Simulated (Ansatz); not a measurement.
1T (CdI2-type) HfS2, treated with PBE in Ansatz (plane waves, PAW).

Run with plane-wave cutoff 520 eV, 12×12×6 k mesh (along the axes of the cell as run), perturbation theory, scalar-relativistic PAW data made under PBE.

The cell has the measured lattice parameters. Conventional cell: a = 3.6350 Å, b = 3.6350 Å, c = 5.8370 Å, α = 90.00°, β = 90.00°, γ = 120.00°.

Harmonic phonon frequencies (cm⁻¹; i marks an imaginary mode; at Γ without the LO shift):

```csv
q point,frequencies
Γ,0 0 0 148 148 255 255 299 324
M,56 79 147 206 242 255 278 303 325
K,54 131 131 238 252 252 293 293 317
A,22 22 46 153 153 254 254 317 321
L,55 78 144 204 245 251 278 299 328
H,54 132 132 240 248 248 295 295 316
```

No imaginary mode appears at these points.

Note: the cell isn't this level's own, so it is under some stress, which shifts stiffness and frequencies.

Ansatz is an electronic-structure program.
